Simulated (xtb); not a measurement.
xtb input:

```bash
xtb mol.xyz --gfn 2 --ohess tight --chrg 0 --uhf 0
```
mol.xyz:
```
3

F      0.03176819     1.10744923    -0.32463398
O     -0.02695012     0.02480065     0.55605208
F     -0.02875817    -1.08393753    -0.29732000
```

**Question.** What final total energy does it print?

**Answer.** -13.31125 Eh (GFN2-xTB).
